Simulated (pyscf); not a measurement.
A first-order saddle from PySCF, ωB97X-D3(BJ)/def2-SVP:

```xyz
9

Si    -1.1433    -0.5906    -0.0654
H      0.6252    -0.4205     0.6435
H     -0.6513    -1.8606    -0.6615
H     -2.4577    -0.3849    -0.8069
H     -1.5845    -0.5576     1.3540
N     -0.3473     1.0030    -0.7274
H      0.5047     0.5318    -0.0286
H     -0.1800     1.0337    -1.7358
H     -0.7840     1.8780    -0.4286
```

Surface: singlet, charge 0. Lowest wavenumbers (cm⁻¹): 1418i, 209, 311, 585, 680.

What reaction is this the transition state of?

`[SiH4]` + `[NH3]` ⇌ `[NH2][SiH3]` + `[H][H]`, a four-centre exchange read from left to right: H–Si, H–N broken and N–Si, H–H formed. At ωB97M-D3(BJ)/def2-TZVP it lies +175.4 kJ/mol from the left side and +196.0 kJ/mol from the right (each side as separated species at their lowest minima found). At the saddle there is also a short H–Si contact that neither side keeps. One saddle was located; it need not be the lowest between these sides.
